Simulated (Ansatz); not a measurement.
# BSiH₂ (quartet): from Hartree-Fock to the top rungs at distance Si1–B2 = 3.630 Å, 6-31G

Aim: climb from Hartree-Fock through coupled cluster and multireference methods for BSiH₂ (quartet) at one geometry and basis, and see what each rung misses.

Program: Ansatz 0.2.0, Gaussian basis. Level of theory: 6-31G, core rule «outside noble gas», up to 6 orbitals frozen. These are calculated values, not measurements.

Plan: UHF; CCSD(T) on ROHF; CCSD(T) on UHF; BCCD(T) on ROHF; CISD; CCSDT(Q) on ROHF; CCSDT(Q) on UHF; CCSDTQ on ROHF; CCSDTQ on UHF; CASSCF and MRCISD+Q, 5 electrons in 5 orbitals; CASSCF and NEVPT2, 5 electrons in 5 orbitals; CASSCF and MRCISD+Q, 9 electrons in 10 orbitals; CASSCF and NEVPT2, 9 electrons in 10 orbitals; Full CI.

### 1 The geometry

The geometry derives from a PBE0/def2-TZVP stationary point (not a proven minimum). One bond is set to the value named and the two fragments are kept rigid.

4 atoms, charge 0, spin multiplicity 4.

Atoms are counted from 1 here; the program's logs count them from 0.

Bond lengths: B2–H3 1.191 Å, B2–H4 1.191 Å. Angles: H3–B2–H4 129.2°.

### 2 UHF

in.yaml reads:

```yaml
crystal:
  periodic: [false, false, false]
  atoms:
    - {symbol: Si, position_ang: [0.000000, 0.000000, 1.163261]}
    - {symbol: B, position_ang: [0.000000, 0.000000, -2.466739]}
    - {symbol: H, position_ang: [0.000000, -1.075954, -2.977790]}
    - {symbol: H, position_ang: [0.000000, 1.075954, -2.977790]}
basis:
  gaussian: {orbitals: 6-31G}
magnetization: {spin_polarized: true, initial_magnetization: 3}
hamiltonian: {xc: hf}
output: {orbitals: {seedname: orbitals}}
```

On the command line:

```
$ ansatz run in.yaml --threads 1 --pin off --events-out ev --progress --plain --max-ram 4096MiB --backend cpu
```

After this run come: CCSD(T) on ROHF; CCSD(T) on UHF; BCCD(T) on ROHF; CISD; CCSDT(Q) on ROHF; CCSDT(Q) on UHF; CCSDTQ on ROHF; CCSDTQ on UHF; CASSCF and MRCISD+Q, 5 electrons in 5 orbitals; CASSCF and NEVPT2, 5 electrons in 5 orbitals; CASSCF and MRCISD+Q, 9 electrons in 10 orbitals; CASSCF and NEVPT2, 9 electrons in 10 orbitals; Full CI.

Before running them: what should the planned runs give, taken together? Wanted: FCI from the RHF energy; RMP2 from FCI; UMP2 from FCI; RCCSD from FCI; RCCSD(T) from FCI; UCCSD(T) from FCI; RCCSDT(Q) from FCI; UCCSDT(Q) from FCI; MRCISD+Q pair from FCI.

**Answer**, as computed:

```
                         quantity                                                                                                                                               value
          FCI from the ROHF energy                                                                                                                                          -2.2016 eV
                    RMP2 from FCI                                                                                                                                        +66.5 kJ/mol
                    UMP2 from FCI                                                                                                                                        +66.2 kJ/mol
                   RCCSD from FCI                                                                                                                                         +3.9 kJ/mol
                RCCSD(T) from FCI                                                                                                                                         +1.4 kJ/mol
                UCCSD(T) from FCI                                                                                                                                         +1.4 kJ/mol
               RCCSDT(Q) from FCI                                                                                                                                          0.0 kJ/mol
               UCCSDT(Q) from FCI                                                                                                                                          0.0 kJ/mol
           MRCISD+Q pair from FCI                                                                                                                                         -0.3 kJ/mol
          NEVPT2 valence from FCI                                                                                                                                        +28.3 kJ/mol
        MRCISD+Q valence from FCI                                                                                                                                         +1.0 kJ/mol
levels within 1 kcal/mol (43 meV)  RCCSD, UCCSD, RCCSD(T), UCCSD(T), BCCD(T), RCCSDT, UCCSDT, RCCSDT(Q), UCCSDT(Q), RCCSDTQ, UCCSDTQ, MRCISD+Q pair, MRCISD valence, MRCISD+Q valence
                    T1 diagnostic                                                                                                                                               0.016
   effectively unpaired electrons                                                                                                                                                3.03
```

RCCSD(T) misses by +1.4 kJ/mol, 0.7 % of the correlation energy. MRCISD+Q pair falls below full CI: the +Q correction isn't variational, and the cores differ from full CI's. One determinant dominates. Of the multireference levels listed MRCISD+Q pair comes nearest in total energy (-0.3 kJ/mol), which doesn't show that its space is the better one. These misses are within one basis, not against nature; the frozen cores of restricted and unrestricted runs differ, which can shift their rows.

Levels on UHF freeze UHF's core orbitals, full CI those of ROHF, so the U rows can settle a little off it for that reason alone.

With open shells the CI space here admits some triples and quadruples, so it is larger than plain CISD.
